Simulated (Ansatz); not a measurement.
System: hcp Re. Method: HSE06 (Ansatz, a quantum-chemistry and plane-wave program, plane waves, PAW).

Run with plane-wave cutoff 460 eV, 12×12×6 k mesh (along the axes of the cell as run), Fermi–Dirac smearing 0.05 eV, no spin polarisation, scalar-relativistic PAW data made under PBE.

Computed at the level's own relaxed cell.

What does this level give for the lattice constant a and lattice parameter c?


lattice constant a: 2.745 Å
lattice parameter c: 4.454 Å

Measured, for comparison: lattice constant a 2.761 Å, lattice parameter c 4.458 Å (293 K, not corrected to a static lattice; as tabulated in Wikipedia's data pages). Computed (rounded) less measured: lattice constant a -0.6 %, lattice parameter c -0.1 %. A static lattice is as a rule a little smaller and stiffer than an uncorrected measurement, which narrows the difference in the lattice constant a and would widen misses of the other sign.

Spin–orbit coupling is not included.
